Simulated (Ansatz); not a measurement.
```yaml
crystal:
  periodic: [false, false, false]
  atoms:
    - {symbol: Ta, position_ang: [0.000000, 0.000000, 0.000000]}
    - {symbol: C, position_ang: [0.000000, 0.000000, 2.210000]}
basis:
  gaussian: {orbitals: def2-TZVP}
total_charge: 1
hamiltonian: {xc: pbe0}
relax: {f_tol: 0.004, max_steps: 80}
```

```sh
$ ansatz run in.yaml --threads 1 --pin off --events-out ev --progress --plain --max-ram 2176MiB
```

Steps of the relaxation (energy above the last step; positions in Å, forces in eV/Å):

```
2
step 1, 2692.6 meV
Ta    0.000    0.000    0.000    0.000    0.000    6.089
C     0.000    0.000    2.210    0.000    0.000   -6.089
```

```
2
step 2, 521.8 meV
Ta    0.000    0.000    0.195    0.000    0.000    5.874
C     0.000    0.000    2.015    0.000    0.000   -5.874
```

```
2
step 3, 2284.1 meV
Ta    0.000    0.000    0.390    0.000    0.000  -23.294
C     0.000    0.000    1.820    0.000    0.000   23.294
```

```
2
step 4, 51.9 meV
Ta    0.000    0.000    0.250    0.000    0.000    2.244
C     0.000    0.000    1.960    0.000    0.000   -2.244
```

```
2
step 6, 0.0 meV
Ta    0.000    0.000    0.272    0.000    0.000    0.003
C     0.000    0.000    1.938    0.000    0.000   -0.003
```

Close pairs at the end: Ta1–C2 1.665 Å.

A stationary point of restricted PBE0 after 6 steps (its stability towards spin polarisation wasn't tested). 6.5 s on 1 thread of Intel Xeon 6975P-C, shared host.
